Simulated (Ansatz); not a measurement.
Two isomers of C5H6O: A = `C#CCOC=C`, B = `C=C1C=C1OC`.

Calculated with Ansatz (gas phase, PBE0-D4/def2-TZVP geometries, no zero-point term in ΔE). CCSD(T)/CBS adds triple-zeta CCSD(T) − MP2 to the extrapolated MP2 energy (def2 sets, frozen cores). DFT in def2-TZVPP. B3LYP here is the variant with VWN-RPA as its local correlation; programs differ in this. Each species was taken in one conformer, which may not be the lowest.

A:

```xyz
12

C    -1.805    0.602   -2.583
C    -1.153    0.504   -1.581
C    -0.374    0.426   -0.361
O     0.165   -0.873   -0.227
C     0.917   -1.082    0.870
C     1.214   -0.222    1.839
H    -2.382    0.682   -3.473
H     0.437    1.166   -0.386
H    -1.007    0.659    0.505
H     1.280   -2.104    0.879
H     1.836   -0.560    2.656
H     0.870    0.803    1.864
```

B:

```xyz
12

C    -0.355   -2.003    0.415
C    -0.769   -0.860   -0.124
C    -1.738   -0.057   -0.837
C    -0.616    0.514   -0.451
O     0.108    1.603   -0.411
C     1.370    1.456    0.244
H    -0.968   -2.893    0.373
H     0.606   -2.066    0.909
H    -2.695   -0.002   -1.325
H     1.834    2.440    0.228
H     1.229    1.126    1.274
H     1.995    0.741   -0.293
```

**Question.** Which isomer does CCSD(T)/CBS put lower? Give the gap. (An estimate is asked.)

**Answer.** Computed: A, by 18.6 kcal/mol.

**Question.** Give E(B) − E(A) in kcal/mol with B3LYP, MP2/def2-TZVPP, B2PLYP, PBE-D4, ωB97M-V, r2SCAN-D4, CCSD(T)/def2-TZVPP. (An estimate is asked.)

**Answer.** Computed: B3LYP 15.2, MP2/def2-TZVPP 17.6, B2PLYP 17.1, PBE-D4 9.3, ωB97M-V 15.2, r2SCAN-D4 11.0, CCSD(T)/def2-TZVPP 18.6. None reverses the order clearly.

Largest T1 diagnostic: 0.013.
